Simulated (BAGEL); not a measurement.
# CH6NSi (SMILES CN[SiH2]): UHF/STO-3G (density fitting with qzvpp-jkfit)

What is the vertical doublet–quartet gap of CH6NSi at UHF/STO-3G (density fitting with qzvpp-jkfit)? 

The calculation is run with BAGEL 1.2.2.

2 further runs of the same task are left out: 2 set aside as unsound or not needed.

## 1. The structure to begin with

CH6NSi has 9 atoms, charge 0, and is taken as a doublet. SMILES: `CN[SiH2]`. The shape is that of a PBE0-D4/def2-TZVP optimisation. This is one conformer, not always the lowest.

Bond lengths: C1–N2 1.445 Å, N2–Si3 1.721 Å, C1–H4 1.092 Å, C1–H5 1.097 Å, C1–H6 1.094 Å, N2–H7 1.009 Å, Si3–H8 1.496 Å, Si3–H9 1.494 Å. Some angles: C1–N2–Si3 124.4°, C1–N2–H7 113.6°, Si3–N2–H7 117.7°, N2–C1–H4 109.4°, N2–C1–H5 113.3°, N2–C1–H6 110.8°, N2–Si3–H8 107.0°, N2–Si3–H9 106.6°, H4–C1–H5 107.6°, H4–C1–H6 107.3°.

## 2. A single-point energy at UHF/STO-3G (density fitting with qzvpp-jkfit)

calc.json reads:

```json
{ "bagel" : [

{
  "title" : "molecule",
  "basis" : "sto-3g",
  "df_basis" : "qzvpp-jkfit",
  "angstrom" : true,
  "geometry" : [
    { "atom" : "C", "xyz" : [   -0.456800,    0.543200,   -0.985800 ] },
    { "atom" : "N", "xyz" : [    0.351000,    0.374300,    0.200700 ] },
    { "atom" : "Si", "xyz" : [    0.668300,   -1.140200,    0.954400 ] },
    { "atom" : "H", "xyz" : [   -1.199800,   -0.255900,   -1.036400 ] },
    { "atom" : "H", "xyz" : [    0.125800,    0.513900,   -1.914600 ] },
    { "atom" : "H", "xyz" : [   -1.000400,    1.492200,   -0.954800 ] },
    { "atom" : "H", "xyz" : [    1.016700,    1.117900,    0.345800 ] },
    { "atom" : "H", "xyz" : [   -0.640500,   -1.855800,    1.066000 ] },
    { "atom" : "H", "xyz" : [    1.224200,   -0.836000,    2.307600 ] }
  ]
},
{
  "title" : "uhf",
  "nopen" : 1
},
{
  "title" : "print",
  "file" : "orbitals.molden",
  "orbitals" : true
}

]}
```

Command:

```console
$ BAGEL_NUM_THREADS=1 BAGEL calc.json > calc.out
```

What it wrote:

```text
* using 1 threads per process

  ===============================================================
  ===============================================================

  *** Geometry ***

  { "atom" : "C", "xyz" : [     -0.863227,      1.026499,     -1.862892 ] },
  { "atom" : "N", "xyz" : [      0.663294,      0.707324,      0.379268 ] },
  { "atom" : "Si", "xyz" : [      1.262904,     -2.154666,      1.803555 ] },
  { "atom" : "H", "xyz" : [     -2.267293,     -0.483581,     -1.958512 ] },
  { "atom" : "H", "xyz" : [      0.237728,      0.971130,     -3.618070 ] },
  { "atom" : "H", "xyz" : [     -1.890482,      2.819849,     -1.804311 ] },
  { "atom" : "H", "xyz" : [      1.921285,      2.112525,      0.653467 ] },
  { "atom" : "H", "xyz" : [     -1.210370,     -3.506954,      2.014448 ] },
  { "atom" : "H", "xyz" : [      2.313403,     -1.579811,      4.360732 ] },

  Number of auxiliary basis functions:      388

  Since a DF basis is specified, we compute 2- and 3-index integrals:
    o Being stored without compression. Storage requirement is 0.002 GB

  Number of basis functions:       25
  Number of electrons      :       33

    * METHOD: MOLECULE                             0.10

  *** Open-shell HF ***

  === Nuclear Repulsion ===
   107.9758273257

      * DIIS with orbital gradients will be used.

  === UHF iteration (sto-3g) ===
      0       -380.15661994          0.02030295           0.02
      1       -380.18455117          0.00544690           0.01
      2       -380.18799659          0.00243199           0.01
      3       -380.18863877          0.00101704           0.01
      4       -380.18898580          0.00037072           0.01
      5       -380.18905939          0.00007417           0.01
      6       -380.18906555          0.00003013           0.01
      7       -380.18906722          0.00001468           0.01
      8       -380.18906780          0.00000462           0.01
      9       -380.18906786          0.00000078           0.01
     10       -380.18906787          0.00000036           0.01
     11       -380.18906787          0.00000018           0.01
     12       -380.18906787          0.00000004           0.01
     13       -380.18906787          0.00000001           0.01
     14       -380.18906787          0.00000000           0.01
    * SCF iteration converged.

    * S^2 (UHF) is 0.7518

    * Permanent dipole moment:
           (   -0.353792,     0.103321,     0.275366) a.u.

    * METHOD: UHF                                  0.28

    * METHOD: PRINT                                0.00

  ===============================================================
```

It took 0.5 s on 1 thread of Arm Neoverse V1, shared host; peak memory 0.081 GiB.

## 3. The quartet at the same level

hf.json reads:

```json
{ "bagel": [

{
  "title": "molecule",
  "basis": "sto-3g",
  "df_basis": "qzvpp-jkfit",
  "angstrom": true,
  "geometry": [
    { "atom": "C", "xyz": [      -0.456800,       0.543200,      -0.985800 ] },
    { "atom": "N", "xyz": [       0.351000,       0.374300,       0.200700 ] },
    { "atom": "Si", "xyz": [       0.668300,      -1.140200,       0.954400 ] },
    { "atom": "H", "xyz": [      -1.199800,      -0.255900,      -1.036400 ] },
    { "atom": "H", "xyz": [       0.125800,       0.513900,      -1.914600 ] },
    { "atom": "H", "xyz": [      -1.000400,       1.492200,      -0.954800 ] },
    { "atom": "H", "xyz": [       1.016700,       1.117900,       0.345800 ] },
    { "atom": "H", "xyz": [      -0.640500,      -1.855800,       1.066000 ] },
    { "atom": "H", "xyz": [       1.224200,      -0.836000,       2.307600 ] }
  ]
},

{ "title": "uhf", "nopen": 3 },

{ "title": "print", "file": "orbitals.molden", "orbitals": true }

]}
```

Command:

```console
$ BAGEL_NUM_THREADS=1 BAGEL hf.json > hf.out
```

What it wrote:

```text
* using 1 threads per process

  ===============================================================
  ===============================================================

  *** Geometry ***

  { "atom" : "C", "xyz" : [     -0.863227,      1.026499,     -1.862892 ] },
  { "atom" : "N", "xyz" : [      0.663294,      0.707324,      0.379268 ] },
  { "atom" : "Si", "xyz" : [      1.262904,     -2.154666,      1.803555 ] },
  { "atom" : "H", "xyz" : [     -2.267293,     -0.483581,     -1.958512 ] },
  { "atom" : "H", "xyz" : [      0.237728,      0.971130,     -3.618070 ] },
  { "atom" : "H", "xyz" : [     -1.890482,      2.819849,     -1.804311 ] },
  { "atom" : "H", "xyz" : [      1.921285,      2.112525,      0.653467 ] },
  { "atom" : "H", "xyz" : [     -1.210370,     -3.506954,      2.014448 ] },
  { "atom" : "H", "xyz" : [      2.313403,     -1.579811,      4.360732 ] },

  Number of auxiliary basis functions:      388

  Since a DF basis is specified, we compute 2- and 3-index integrals:
    o Being stored without compression. Storage requirement is 0.002 GB

  Number of basis functions:       25
  Number of electrons      :       33

    * METHOD: MOLECULE                             0.10

  *** Open-shell HF ***

  === Nuclear Repulsion ===
   107.9758273257

      * DIIS with orbital gradients will be used.

  === UHF iteration (sto-3g) ===
      0       -379.77667209          0.02008754           0.01
      1       -379.82396248          0.00746372           0.01
      2       -379.83291448          0.00332200           0.01
      3       -379.83608959          0.00132480           0.01
      4       -379.83751375          0.00070035           0.01
      5       -379.83830086          0.00031094           0.01
      6       -379.83851763          0.00009869           0.01
      7       -379.83852743          0.00005848           0.01
      8       -379.83853319          0.00002910           0.01
      9       -379.83853498          0.00001106           0.01
     10       -379.83853520          0.00000573           0.01
     11       -379.83853528          0.00000309           0.01
     12       -379.83853530          0.00000148           0.01
     13       -379.83853531          0.00000088           0.01
     14       -379.83853531          0.00000033           0.01
     15       -379.83853531          0.00000012           0.01
     16       -379.83853531          0.00000003           0.01
     17       -379.83853531          0.00000001           0.01
     18       -379.83853531          0.00000001           0.01
    * SCF iteration converged.

    * S^2 (UHF) is 3.7595

    * Permanent dipole moment:
           (   -0.141591,    -0.898560,     0.898869) a.u.

    * METHOD: UHF                                  0.33

    * METHOD: PRINT                                0.00

  ===============================================================
```

Wall time 0.56 s (1 thread of Arm Neoverse V1, shared host); peak memory 0.081 GiB.

## 4. Summary of results

At UHF/STO-3G (density fitting with qzvpp-jkfit):

| quantity | value |
| --- | --- |
| doublet: total energy | -380.18907 Eh |
| doublet: dipole moment | 1.17 D |
| doublet: ⟨S²⟩ | 0.752 |
| quartet: total energy | -379.83854 Eh |
| quartet: dipole moment | 3.25 D |
| quartet: ⟨S²⟩ | 3.760 |
| vertical energy of the quartet above the doublet | 9.538 eV |

**Reading.** At this shape the quartet lies 9.54 eV (220 kcal/mol) above the doublet. In a minimal basis such a difference can be off by several eV, whatever the method.
